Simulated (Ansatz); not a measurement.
`NC=C=S`, 7 atoms. Total charge 0; spin multiplicity 1. All runs use 2 threads of an Intel Xeon Platinum 8488C on a shared host. Correlated methods freeze the cores. Open-shell runs search over several starts.

Q: How many basis functions does each run have, and how long does it take in Ansatz? RKS ωB97M-V/def2-SVP energy; RKS r2SCANh-D4/def2-TZVPP energy; UKS ωB97X-V/def2-TZVPP energy of the cation; UKS PBE-D4/def2-TZVPP energy of the cation; RHF-MP2/def2-QZVPP energy; RKS PBE0-D4/def2-TZVP relaxation (8 steps); RKS PBE0-D4/def2-SVP energy; UKS PBE0-D4/def2-TZVPP energy of the cation; RHF-CCSD(T)/def2-TZVPP energy; UKS ωB97M-V/def2-TZVPP energy of the cation; UHF-CCSD(T)/def2-TZVPP energy of the cation; RHF-CCSD(T)/def2-SVP energy. (An estimate is asked.)

A: Ansatz gave: Other jobs shared the machine, so times are rough.

```csv
level,job,functions,wall time,peak host memory (GiB)
RKS PBE0-D4/def2-SVP,energy,75,0.95 s,0.14
RHF-CCSD(T)/def2-SVP,energy,75,2 s,0.22
RKS ωB97M-V/def2-SVP,energy,75,3.5 s,0.2
RKS r2SCANh-D4/def2-TZVPP,energy,177,3.5 s,0.38
UKS PBE-D4/def2-TZVPP,energy of the cation,177,4 s,0.23
UKS PBE0-D4/def2-TZVPP,energy of the cation,177,4.8 s,0.42
UKS ωB97M-V/def2-TZVPP,energy of the cation,177,10 s,0.59
UKS ωB97X-V/def2-TZVPP,energy of the cation,177,12 s,0.56
RHF-MP2/def2-QZVPP,energy,331,16 s,1.2
RKS PBE0-D4/def2-TZVP,relaxation (8 steps),148,26 s,0.3
RHF-CCSD(T)/def2-TZVPP,energy,177,31 s,1.6
UHF-CCSD(T)/def2-TZVPP,energy of the cation,177,2.5 min,3.8
```
